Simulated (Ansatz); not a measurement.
# SiNH (singlet): the correlation ladder, 6-31G

An exercise on one series of results from a longer session: the logs are not shown, and one member is left open.

The runs use Ansatz 0.2.0, Gaussian basis; 6-31G, core rule «outside noble gas», up to 6 orbitals frozen.

To be run: UHF; CCSD(T) on RHF; CCSD(T) on UHF; BCCD(T) on RHF; CISD; CCSDT(Q) on RHF; CCSDT(Q) on UHF; CCSDTQ on RHF; CCSDTQ on UHF; CASSCF and MRCISD+Q, 10 electrons in 9 orbitals; CASSCF and MRCISD+Q(relaxed), 10 electrons in 9 orbitals; CASSCF and NEVPT2, 10 electrons in 9 orbitals; Full CI.

4 further runs of the same task are left out: 4 set aside as unsound or not needed.

**The geometry**

The geometry is a PBE0/def2-TZVP stationary point (not a proven minimum) of the parent state, kept for this charge and spin.

3 atoms, charge 0, spin multiplicity 1.

Atoms are counted from 1 here; the program's logs count them from 0.

Bond lengths: Si1–N2 1.701 Å, N2–H3 1.020 Å. Angles: Si1–N2–H3 125.4°.

As a file:

```xyz
3

Si    0.00000    0.03295    0.60587
N     0.00000   -0.11379   -1.08895
H     0.00000    0.66309   -1.74958
```

The first run:

in.yaml reads:

```yaml
crystal:
  periodic: [false, false, false]
  atoms:
    - {symbol: Si, position_ang: [0.000000, 0.032951, 0.605869]}
    - {symbol: N, position_ang: [0.000000, -0.113788, -1.088955]}
    - {symbol: H, position_ang: [0.000000, 0.663088, -1.749585]}
basis:
  gaussian: {orbitals: 6-31G}
magnetization: {spin_polarized: true, initial_magnetization: 0}
hamiltonian: {xc: hf}
output: {orbitals: {seedname: orbitals}}
```

Command:

```sh
$ ansatz run in.yaml --threads 1 --pin off --events-out ev --progress --plain --max-ram 4096MiB --backend cpu
```

Among the steps run: UHF; CCSD(T) on RHF; CCSD(T) on UHF; BCCD(T) on RHF; CISD; CCSDT(Q) on RHF; CCSDT(Q) on UHF; CCSDTQ on RHF; CCSDTQ on UHF; CASSCF and MRCISD+Q, 10 electrons in 9 orbitals; CASSCF and MRCISD+Q(relaxed), 10 electrons in 9 orbitals; CASSCF and NEVPT2, 10 electrons in 9 orbitals; Full CI.

One of the session's tables, all rows but one given; the rest of the session is left out.

It belongs to the step «Misses and costs». 

| method | from FCI (kcal/mol) |
| --- | --- |
| RHF | +127.61 |
| UHF | +123.49 |
| RMP2 | ? |
| CISD | +17.41 |
| RCCSD | +7.77 |
| RCCSD(T) | +1.07 |
| BCCD(T) | +1.01 |
| RCCSDT | +0.69 |
| RCCSDT(Q) | -0.23 |
| RCCSDTQ | +0.03 |
| CASSCF valence | +33.31 |
| NEVPT2 valence | +10.90 |
| MRCISD valence | +2.99 |
| MRCISD+Q valence | +2.13 |
| MRCISD+Q(relaxed) valence | +0.13 |
| FCI | 0 |

Q: Estimate the row for RMP2 from the others.

**Answer.** from FCI (kcal/mol): +8.93. In the column «from FCI (kcal/mol)» it lies between RCCSD (+7.77) and NEVPT2 valence (+10.90).

Caveats from the session: RCCSDT(Q) falls below full CI, which methods that aren't variational can do.
